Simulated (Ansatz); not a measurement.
## Scan of [OH···H···H], doublet

Starting geometry:

```yaml
atoms:
  - { symbol: O, position_ang: [-0.1530, -0.0491, 0.0000] }
  - { symbol: H, position_ang: [-0.4023, 0.8775, 0.0000] }
  - { symbol: H, position_ang: [0.8065, -0.0491, 0.0000] }
  - { symbol: H, position_ang: [2.0240, -0.0491, 0.0000] }
```

From there H3 is moved from one fragment to the other while all else, the fragments' distance too, stays fixed; atoms are numbered as listed. Energies are in kcal/mol, counted from the starting geometry at the same level. Kohn–Sham curves are unrestricted where that lies lower.

Basis cc-pVTZ; Ansatz 0.2.0. Only valence electrons are correlated (noble-gas cores frozen). R marks a restricted (for open shells ROHF) determinant, U an unrestricted one.

Full CI isn't at hand for all of this; UCCSDT(Q) serves as the reference, and is uncertain by about the last step of the cluster series. The frozen core follows each run's orbitals, which can shift R against U totals by a few meV.

| distance O1-H3 (Å) | UCCSDT(Q) | curve A | curve B | curve C | curve D |
| --- | --- | --- | --- | --- | --- |
| 0.960 | 0.0 | 0.0 | 0.0 | 0.0 | 0.0 |
| 1.027 | 1.8 | 1.8 | 2.2 | 0.5 | 0.3 |
| 1.162 | 10.0 | 10.1 | 11.5 | 5.7 | 5.9 |
| 1.297 | 14.2 | 14.2 | 24.0 | 8.5 | 9.7 |
| 1.432 | 14.2 | 14.1 | 22.5 | 9.8 | 11.9 |

Task: The curves come from B3LYP, RCCSDT, RMP2, r2SCAN. Compare each with UCCSDT(Q) and say which is which.

Result: A: RCCSDT, B: RMP2, C: B3LYP, D: r2SCAN. Spread of the error against UCCSDT(Q), over the points where both stand: A 0.2, B 9.8, C 5.7, D 4.5 kcal/mol.
